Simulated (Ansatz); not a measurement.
# K (K, bcc): the cost of one run

Method: DFT revPBE, plane waves (420 eV) with PAW, scalar-relativistic; PBE-made PAW files, in Ansatz 0.2.0.

The COD entry's cell or inner coordinates are ideal or old and differ from later refinements, so a difference from it is no clean test against experiment.

## Step 1: The system as given

It takes space group Im-3m (No. 229, cubic). The conventional cell has a = 5.225 Å, b = 5.225 Å, c = 5.225 Å, α = 90.00°, β = 90.00°, γ = 90.00°.

As a file:

```cif
data_structure
_symmetry_space_group_name_H-M 'Im-3m'
_symmetry_Int_Tables_number 229
_cell_length_a 5.2250
_cell_length_b 5.2250
_cell_length_c 5.2250
_cell_angle_alpha 90.000
_cell_angle_beta 90.000
_cell_angle_gamma 90.000
_cell_volume 142.65
loop_
_atom_site_label
_atom_site_type_symbol
_atom_site_symmetry_multiplicity
_atom_site_Wyckoff_symbol
_atom_site_fract_x
_atom_site_fract_y
_atom_site_fract_z
_atom_site_occupancy
K1 K 2 a 0.00000 0.00000 0.00000 1
```

## Step 2: Geometry optimisation

The input, input.yaml:

```yaml
crystal:
  lattice:
    - [-2.6125, 2.6125, 2.6125]
    - [2.6125, -2.6125, 2.6125]
    - [2.6125, 2.6125, -2.6125]
  atoms:
    - { symbol: K, position: [0.0, 0.0, 0.0] }
hamiltonian:
  xc: revpbe
  pseudopotentials:
    kind: paw
    azcp:
      K: "pseudopotentials/K.paw.azcp"
basis:
  ecutwfc: 420
  fft_grid_basis: typed
kpoints:
  mp_grid: { grid: [9, 9, 9], shift: [0, 0, 0] }
magnetization:
  spin_polarized: false
scf:
  occupations: { method: fermi_dirac, width: 0.1 }
relax:
  max_steps: 60
  f_tol: 0.01
  cell: {}
```

**Question.** How long does this run take on 1 thread of an x86-64 CPU, shared host, and how much memory does it need?

About 9.6 s, with a peak of 0.52 GiB.
